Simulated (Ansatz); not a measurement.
Basis-set extrapolation for `CC1=C(O)CC1` (PBE0-D4/def2-TZVP geometry, frozen core, Ansatz 0.2.0). Multiplicity 1, RHF reference.

|  | def2-TZVPP | def2-QZVPP |
| --- | --- | --- |
| HF | -268.911919 | -268.924129 |
| MP2 correlation | -1.066444 | -1.137759 |
| CCSD(T) correlation | -1.153131 | not run |

Energies in hartree. Use E(X) = E(∞) + A·exp(−7.88·√X) for Hartree–Fock and E(X) = E(∞) + B·X^(−2.97) for correlation, with X = 3 and 4, and add CCSD(T) minus MP2 of the smaller set to the MP2 limit.

Q: What is the CCSD(T) energy at the basis-set limit?

A: HF limit: -268.924129 + (-0.012210) × 0.13774 = -268.92581. MP2 limit: -1.137759 + (-0.071315) × 0.74074 = -1.19058. Higher-order term: -1.153131 − (-1.066444) = -0.08669. Total: -270.20308 hartree, 362.4 kJ/mol below CCSD(T)/def2-TZVPP.
